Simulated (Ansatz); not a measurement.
# H5Si: the cost of one run

All numbers below are computed with Ansatz 0.2.0 (UKS B3LYP/def2-SVP).

## Step 1: The system as given

Bond lengths: Si1–H3 1.460 Å, Si1–H4 1.459 Å, Si1–H5 1.459 Å. Angles: H3–Si1–H4 109.5°, H3–Si1–H5 109.5°, H4–Si1–H5 109.5°.

As a file:

```xyz
6

Si    0.0000    0.0000    0.0000
H     0.0000    0.0000    1.7100
H     1.3768    0.0000   -0.4862
H    -0.6877    1.1914   -0.4862
H    -0.6877   -1.1914   -0.4862
H     0.0000    0.0000    2.6700
```

## Step 2: Pulling towards end A

Springs on the bonds that form and break draw the guess towards this end; the thresholds are loose.

The input, input.yaml:

```yaml
crystal:
  periodic: [false, false, false]
  atoms:
    - { symbol: Si, position_ang: [0.0, 0.0, 0.0] }
    - { symbol: H, position_ang: [0.0, 0.0, 1.71] }
    - { symbol: H, position_ang: [1.3768, 0.0, -0.4862] }
    - { symbol: H, position_ang: [-0.6877, 1.1914, -0.4862] }
    - { symbol: H, position_ang: [-0.6877, -1.1914, -0.4862] }
    - { symbol: H, position_ang: [0.0, 0.0, 2.67] }
magnetization:
  spin_polarized: true
  initial_magnetization: 1
basis:
  gaussian: { orbitals: def2-SVP }
hamiltonian:
  xc: b3lyp
relax:
  f_tol: 0.15
  max_steps: 25
  restrain:
    - { distance: [1, 5], at: 1.86, k: 30.0 }
    - { distance: [0, 1], at: 1.46, k: 30.0 }
```

Started as:

```sh
ansatz run input.yaml --threads 1 --pin off --max-ram 2048MiB --backend cpu --events-out ev --progress --plain --runs-dir out
```

Q: Estimate wall time and peak memory on 1 thread of Arm Neoverse V2, shared host.

About 5.5 s, with a peak of 0.095 GiB.
